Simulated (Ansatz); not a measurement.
## Worked example: correlation energy of [BH$_{2}$···H···H], doublet

All five atoms lie in one plane.

Geometry: a point of a hydrogen-transfer path between rigid fragments, not a stationary point.

```tsv
atom	x (Å)	y (Å)	z (Å)
B	-0.1651	0.0000	0.0000
H	-0.7619	1.0336	0.0000
H	-0.7619	-1.0336	0.0000
H	1.2339	0.0000	0.0000
H	2.0609	0.0000	0.0000
```

Basis cc-pVTZ; Ansatz 0.2.0. Correlated methods freeze the noble-gas cores, which leaves 7 electrons in 85 orbitals. R marks a restricted (for open shells ROHF) determinant, U an unrestricted one.

Full CI isn't at hand for all of this; UCCSDT(Q) serves as the reference, and is uncertain by about the last step of the cluster series.

Runs differ by some tens of microhartree through their thresholds and, for an open shell, their frozen cores, so steps under 0.03 kcal/mol mean nothing.

```tsv
level	total energy (hartree)
UHF	-26.856947
UMP2	-26.981371
UCCSD	-27.007716
UCCSD(T)	-27.010897
UCCSDT	-27.011513
UCCSDT(Q)	-27.011582
```

Problem. What is the correlation energy at UCCSDT(Q), and what share of it do UMP2 and UCCSD(T) recover?

Solution. E(corr) = -27.011582 − (-26.856947) = -0.154635 hartree = -4.208 eV. UMP2: -0.124424 / -0.154635 = 80.46 %. UCCSD(T): -0.153950 / -0.154635 = 99.56 %.

Problem. By how many kcal/mol does UCCSD(T) miss UCCSDT(Q) (1 hartree = 627.509 kcal/mol), and which steps make up the rest?

Solution. -27.010897 − (-27.011582) = 0.000685 hartree = 0.43 kcal/mol. Steps: UCCSDT − UCCSD(T) = -0.39, UCCSDT(Q) − UCCSDT = -0.04 kcal/mol. That is within 1 kcal/mol of the reference in this basis, which itself misses far more of the correlation at the basis-set limit.
